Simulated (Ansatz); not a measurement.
Run this with the Ansatz DFT code, driven from Python and show what comes out.

Script `ch3fs.py`:
```python
"""Interaction energy of two CH3FS molecules, with the counterpoise correction."""

import ansatz as az

FIRST = [
    ("F", (0.6948, 0.1766, -1.2028)),
    ("C", (-0.0707, -0.4154, -0.2499)),
    ("S", (-0.8165, 0.8114, 0.8453)),
    ("H", (0.6847, -1.0607, 0.2957)),
    ("H", (-0.8481, -1.0137, -0.7436)),
    ("H", (0.3558, 1.502, 1.0554)),
]
SECOND = [
    ("F", (-3.1322, 2.1193, -2.6974)),
    ("C", (-2.1461, 2.4819, -3.5579)),
    ("S", (-0.6913, 1.4294, -3.3665)),
    ("H", (-1.9355, 3.5501, -3.2427)),
    ("H", (-2.5332, 2.4205, -4.5838)),
    ("H", (-0.6549, 1.5365, -1.9944)),
]

def energy(atoms, ghosts=()):
    molecule = az.Crystal.molecule()
    for symbol, xyz in atoms:
        molecule = molecule.atom(symbol, xyz)
    calc = (
        molecule.calculation()
        .basis(gaussian="def2-SVP")
        .functional("B3LYP")
    )
    deck = calc.input()
    if ghosts:
        deck = deck.set(az.key.basis.gaussian.ghost_atoms, [{"symbol": s, "position_ang": list(xyz)} for s, xyz in ghosts])
    return az.Session.from_dict(deck).plan().execute().report["free_energy_ev"]

# ghost atoms carry the functions of the partner
both = energy(FIRST + SECOND)
alone = energy(FIRST) + energy(SECOND)
ghosted = energy(FIRST, SECOND) + energy(SECOND, FIRST)
print(f"dimer {both:.6f} eV")
print(f"interaction, uncorrected   {23.060548 * (both - alone):8.3f} kcal/mol")
print(f"interaction, counterpoise  {23.060548 * (both - ghosted):8.3f} kcal/mol")
print(f"basis-set superposition    {23.060548 * (alone - ghosted):8.3f} kcal/mol")
```

```console
$ python ch3fs.py
dimer -29263.630023 eV
interaction, uncorrected     -0.625 kcal/mol
interaction, counterpoise     2.478 kcal/mol
basis-set superposition       3.103 kcal/mol
```

Uncorrected it is -0.625 kcal/mol, with the counterpoise correction 2.478 kcal/mol; the difference, 3.10 kcal/mol, is the superposition error. The sign changes with the correction, so this basis doesn't settle it.

Notes:
- Total energies depend on the basis set; only differences at equal settings carry meaning.
- The dimer is a generated trial pose of unrelaxed monomers, not a minimum, so the figure is no binding energy, and the basis set is small.
- b3lyp holds the VWN-RPA fit, as in Gaussian; the form of ORCA and Turbomole is b3lyp5.
- This level lacks the dispersion part of the attraction (electrostatics and induction are there), which can decide the sign where the interaction is weak.
- Timing: 11 s on 1 thread of AMD EPYC 7R43 64-Core Processor (Zen 3), with other jobs on the host, peak memory 0.32 GiB.
